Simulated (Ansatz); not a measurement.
## Ansatz (development build ahead of 0.2.0) run

```yaml
crystal:
  periodic: [false, false, false]
  atoms:
    - { symbol: H, position_ang: [0.37, 0.0, 3.8] }
    - { symbol: H, position_ang: [-0.37, 0.0, 3.8] }
    - { symbol: Li, position_ang: [1.34, 0.0, 0.0] }
    - { symbol: Li, position_ang: [-1.34, 0.0, 0.0] }
basis:
  gaussian: { orbitals: "6-31G" }
hamiltonian:
  xc: hf
```

The input is written out in the form of the current development build from the run's settings.

Results

- Converged: yes
- Total energy: -15.99005 hartree
- Spin squared of the determinant: 0.000
